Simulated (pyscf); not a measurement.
A first-order saddle from PySCF, ωB97X-D3(BJ)/def2-SVP:

```xyz
13

H     -0.2813    -1.9448     0.7789
H     -0.1901    -2.7841     0.9195
C     -0.4351    -0.4369     0.5286
C     -1.7132     0.0639     0.3561
C     -1.8405     1.4407     0.1297
C     -0.7035     2.2529     0.0850
C      0.5693     1.7035     0.2648
C      0.7165     0.3289     0.4923
H     -2.5929    -0.5854     0.3942
H     -2.8329     1.8795    -0.0121
H     -0.8107     3.3267    -0.0920
H      1.4537     2.3469     0.2281
H      1.7054    -0.1168     0.6351
```
Charge 0, spin multiplicity 2.

Surface: doublet, charge 0. Lowest wavenumbers (cm⁻¹): 797i, 183, 210, 410, 434.

**Question.** Which two sides does it connect, and which bonds change?

**Answer.** hydrogen (H₂) + cyclic C₆H₅ (SMILES [c]1ccccc1) [doublet] <-> benzene (SMILES c1ccccc1) + H atom (H•), a hydrogen abstraction read from left to right: H–H broken and C–H formed. At ωB97M-D3(BJ)/def2-TZVP it lies +0.22 eV from the left side and +0.73 eV from the right (each side as separated species at their lowest minima found). This is the saddle that the search found; another between the same sides may lie lower. The angle at the transferred H is 180°.
